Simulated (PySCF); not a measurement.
Isomers of C2H2N2S, one GFN2-xTB conformer each. Single-point energies are computed at PBE0/pcSseg-1 (PySCF, gas phase, no added dispersion term), electronic only.

**Question.** Rank them by PBE0/pcSseg-1 energy, lowest first (kcal/mol).
A. 1,2,5-thiadiazole (`C1=NSN=C1`)
B. 1,2,4-thiadiazole, `c1ncsn1`
C. 1,3,4-thiadiazole, `c1nncs1`

**Answer.** B (0.0), A (5.7), C (13.9).

As drawn, the highest has an N–N linkage, which the lowest lacks. GFN2-xTB itself gives, in the same order: 0.0, 3.5, 13.0. Both levels put the same isomer lowest; measured from each level's own lowest isomer, the values differ by up to 2.2 kcal/mol (c1cnsn1: 3.5 against 5.7).

**Question.** Which frontier levels, dipoles and rotational constants go with these structures?

**Answer.** 
```csv
SMILES,"HOMO (eV, PBE0/pcSseg-1)",LUMO (eV),dipole (D),"A, B, C (MHz)"
c1ncsn1,-8.27,-1.46,1.59,"9125, 5910, 3587"
c1cnsn1,-8.17,-1.59,1.46,"8915, 6254, 3676"
c1nncs1,-7.78,-1.38,3.21,"9139, 5589, 3468"
```
